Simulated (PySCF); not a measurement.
How methods differ on the ionisation energy of Si

Si [Ne] 3s2 3p2 (3P) → Si⁺ [Ne] 3s2 3p1 (2P), as a difference of total energies. Computed with PySCF 2.14 in dyall-acv3z (19s12p6d4f, 113 functions), with the spin-free X2C one-electron Hamiltonian (Gaussian nucleus). Correlated levels: valence and next inner shell: 1s2 frozen; virtual orbitals above 40 to 60 times the deepest correlated orbital energy dropped. The calculations carry no spin-orbit coupling.

| method | ionisation energy (eV) |
| --- | --- |
| UHF | 7.626 |
| MP2 (valence and next inner shell) | 8.043 |
| SCS-MP2 (valence and next inner shell) | 7.956 |
| CCSD (valence and next inner shell) | 8.070 |
| CCSD(T) (valence and next inner shell) | 8.107 |

Errors of the correlated levels include the incompleteness of this basis and the frozen core.

Which method comes closest to the reference value, and which is furthest?

The reference is 8.157 eV (measured; NIST levels, between the centres of gravity of the two terms). Closest: CCSD(T) (valence and next inner shell) (error -0.050 eV); furthest: UHF (error -0.531 eV).
